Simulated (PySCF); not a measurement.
This PySCF input (HF/cc-pVDZ) gives -76.31118 Eh with 29 basis functions.

```python
import numpy as np, basis_set_exchange as bse
from pyscf import gto, scf, dft, df

basis = {'H': gto.basis.parse(bse.get_basis('cc-pVDZ', elements=['H'], fmt='nwchem')), 'O': gto.basis.parse(bse.get_basis('cc-pVDZ', elements=['O'], fmt='nwchem'))}
mol = gto.M(
    atom='''
    O     0.06462128    0.00157913    0.02700513
    H     0.00178962    0.80279151   -0.53584283
    H     0.01908461   -0.83637053   -0.48137831
    H    -0.53784446    0.02094599    0.80118010
    ''',
    basis=basis,
    charge=1,
    verbose=4,
    max_memory=2160,
)
mf = scf.RHF(mol)
mf = mf.density_fit(auxbasis=df.autoaux(mol))
mf.conv_tol = 1e-9
mf.max_cycle = 100
print('smallest overlap eigenvalue', np.linalg.eigvalsh(mol.intor('int1e_ovlp'))[0])
mf.kernel()
dip = mf.dip_moment()
```

Change:
```diff
- basis = {'H': gto.basis.parse(bse.get_basis('cc-pVDZ', elements=['H'], fmt='nwchem')), 'O': gto.basis.parse(bse.get_basis('cc-pVDZ', elements=['O'], fmt='nwchem'))}
+ basis = {'H': gto.basis.parse(bse.get_basis('def2-SVPD', elements=['H'], fmt='nwchem')), 'O': gto.basis.parse(bse.get_basis('def2-SVPD', elements=['O'], fmt='nwchem'))}
```

**Question.** What does the run give now?

**Answer.** -76.25116 Eh (HF/def2-SVPD, 47 functions), a change of +60.02 mEh.
